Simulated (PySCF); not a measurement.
# ClFH3P, a complex of two parts: interaction energy

One table from this session's results is given with a row withheld; the runs are named, their logs left out.

Programs: PySCF 2.14.0. All values are calculated, for the isolated system unless a continuum is named. Atoms count from 0, parts from 1.

## Starting point

6 atoms, charge 0, multiplicity 1; geometry: GFN2-xTB. Parts: 1 = atoms 0–3, `FP`, charge 0; 2 = atoms 4–5, `Cl`, charge 0.

Set-up of the first run:

Job settings and geometry (Å):

```
{"job": {"xc": "PBE0", "basis": "def2-TZVPD", "d3": "d3bj", "grid": 3, "kind": "geom", "shake": 0.01}, "charge": 0, "multiplicity": 1, "parts": [{"atoms": "0-3", "charge": 0, "multiplicity": 1}, {"atoms": "4-5", "charge": 0, "multiplicity": 1}]}
F      1.169540    -0.349641    -0.682687
P      0.277137     0.301350     0.552078
H     -0.657598    -0.755410     0.521106
H     -0.474597     1.081620    -0.312618
Cl    -1.627626     1.223935     2.314785
H     -0.983257     1.822466     3.252572
```

On the command line:

```sh
$ OMP_NUM_THREADS=1 python cluster_run.py task.json out
```

The driver reads the jobs from task.json and runs them one after another.

Steps of the session up to this table: Geometry optimisation at PBE0-D3(BJ)/def2-TZVPD; Coupled-cluster interaction energy: CCSD(T) and MP2, 3.27 Å; Coupled-cluster interaction energy: CCSD(T) and MP2, 3.44 Å; Coupled-cluster interaction energy: CCSD(T) and MP2, 3.60 Å; Coupled-cluster interaction energy: CCSD(T) and MP2, 3.11 Å; Coupled-cluster interaction energy: CCSD(T) and MP2, 4.09 Å; Coupled-cluster interaction energy: CCSD(T) and MP2, 2.95 Å; Coupled-cluster interaction energy: CCSD(T) and MP2, 4.91 Å; Coupled-cluster interaction energy: CCSD(T) and MP2, 6.55 Å.

One of the session's tables, all rows but one given; the rest of the session is left out.

It belongs to the step «Coupled-cluster interaction energy: CCSD(T) and MP2, 6.55 Å». 

```
                 method  interaction energy (kcal/mol)
         HF/aug-cc-pVDZ                         -0.117
        MP2/aug-cc-pVDZ                         -0.136
       CCSD/aug-cc-pVDZ                         -0.124
    CCSD(T)/aug-cc-pVDZ                         -0.126
         HF/aug-cc-pVQZ                         -0.109
        MP2/aug-cc-pVQZ                         -0.134
    SCS-MP2/aug-cc-pVQZ                         -0.123
      MP2, extrapolated                              ?
CCSD(T), limit estimate                         -0.126
```

**Question.** Estimate the row for MP2, extrapolated.

The run gave: interaction energy (kcal/mol): -0.135. In the column «interaction energy (kcal/mol)» it lies between MP2/aug-cc-pVDZ (-0.136) and MP2/aug-cc-pVQZ (-0.134).
